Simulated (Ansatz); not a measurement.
## Ti₃O: computed properties

The calculation used DFT PBEsol, scalar-relativistic, plane waves, PAW in Ansatz.

Plane waves to 420 eV, a k mesh through Γ of 12×12×8 on the computed 8-atom cell and Gaussian smearing (0.10 eV); no spin polarisation.

The structure is relaxed at this level of theory with its symmetry kept. Whether it is the stable form of this composition wasn't checked.

```
CELL_PARAMETERS angstrom
5.06549 0.00000 0.00000
-2.53275 4.38685 0.00000
0.00000 0.00000 4.84582
ATOMIC_POSITIONS crystal
Ti 0.00000 0.67081 0.75000
Ti 0.00000 0.32919 0.25000
Ti 0.67081 0.00000 0.75000
Ti 0.67081 0.67081 0.25000
Ti 0.32919 0.32919 0.75000
Ti 0.32919 0.00000 0.25000
O 0.00000 0.00000 0.50000
O 0.00000 0.00000 0.00000
```

| Quantity | Value |
| --- | --- |
| Space group | P6_3/mcm (No. 193) |
| Volume per atom | 13.46 Å³ |
| Formation energy from the elements' standard states (uncorrected) | -1.383 eV/atom |
| Kohn–Sham band gap | none (metal) |
| Density of states at the Fermi level | 4.02 states/eV per cell |
| Löwdin character within 0.5 eV of the Fermi level | Ti 3d 92 % |
| Bulk modulus | 152 GPa |
| Its pressure derivative | 4.0 |
| Bader charges (e) | Ti (6 in the cell) 0.47, O (2 in the cell) -1.41 |

Spin polarisation was left out, and a magnetic state may lie lower.

A ferromagnetic start lost its moments in a first run, so spin was left out; other magnetic orders weren't tried.

Cost: 9 runs of about 24 core-minutes in all, on Intel Xeon Platinum 8488C (Sapphire Rapids) (shared hosts).